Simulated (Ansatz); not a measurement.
Geometry optimisation, Ansatz, UKS PBE0-D4/def2-SVP.

Input file:

```yaml
crystal:
  periodic: [false, false, false]
  atoms:
    - { symbol: C, position_ang: [-1.0616, -0.0393, 0.2496] }
    - { symbol: C, position_ang: [0.3146, -0.0764, -0.2604] }
    - { symbol: O, position_ang: [0.3723, 0.4411, -1.5824] }
    - { symbol: F, position_ang: [0.7647, -1.3629, -0.3515] }
    - { symbol: S, position_ang: [1.464, 0.7744, 0.8191] }
    - { symbol: H, position_ang: [-1.7733, -0.5224, -0.4462] }
    - { symbol: H, position_ang: [-1.194, -0.4506, 1.2299] }
    - { symbol: H, position_ang: [-1.4335, 1.0561, 0.2659] }
    - { symbol: H, position_ang: [1.3058, 0.2043, -1.7995] }
    - { symbol: H, position_ang: [1.3241, -0.0756, 1.8785] }
magnetization:
  spin_polarized: true
basis:
  gaussian: { orbitals: def2-SVP }
hamiltonian:
  xc: pbe0
  dispersion: d4
relax:
  f_tol: 0.02
  max_steps: 40
output:
  orbitals: {}
```

Run as:

```bash
$ ansatz run input.yaml --threads 2 --pin off --max-ram 3072MiB --backend cpu --events-out ev --progress --plain --runs-dir out
```

Problem. Where does it end, and by what steps?

Solution. The run converged. After 8 steps the energy has fallen by 0.317 eV; H10 moved furthest, 0.29 Å.

```json
{"step": "0", "energy less start (eV)": "0.0000", "largest force component (eV/Å)": "2.346", "accepted": "yes"}
{"step": "1", "energy less start (eV)": "-0.2388", "largest force component (eV/Å)": "1.367", "accepted": "yes"}
{"step": "2", "energy less start (eV)": "-0.3007", "largest force component (eV/Å)": "0.366", "accepted": "yes"}
{"step": "3", "energy less start (eV)": "-0.3110", "largest force component (eV/Å)": "0.155", "accepted": "yes"}
{"step": "4", "energy less start (eV)": "-0.3027", "largest force component (eV/Å)": "0.408", "accepted": "no"}
{"step": "5", "energy less start (eV)": "-0.3153", "largest force component (eV/Å)": "0.073", "accepted": "yes"}
{"step": "6", "energy less start (eV)": "-0.3170", "largest force component (eV/Å)": "0.057", "accepted": "yes"}
{"step": "7", "energy less start (eV)": "-0.3172", "largest force component (eV/Å)": "0.023", "accepted": "yes"}
{"step": "8", "energy less start (eV)": "-0.3172", "largest force component (eV/Å)": "0.017", "accepted": "yes"}
```

```xyz
10
Properties=species:S:1:pos:R:3
C -1.147 -0.003 0.202
C 0.286 -0.102 -0.245
O 0.399 0.381 -1.513
F 0.667 -1.424 -0.206
S 1.466 0.829 0.841
H -1.772 -0.580 -0.494
H -1.258 -0.412 1.215
H -1.470 1.046 0.198
H 1.334 0.360 -1.759
H 1.578 -0.148 1.765
```

Whether the end is a true minimum wasn't checked by a vibrational analysis.

The run took 67 s on 2 threads of Arm Neoverse N1, on a shared host, peak memory 0.3 GiB.
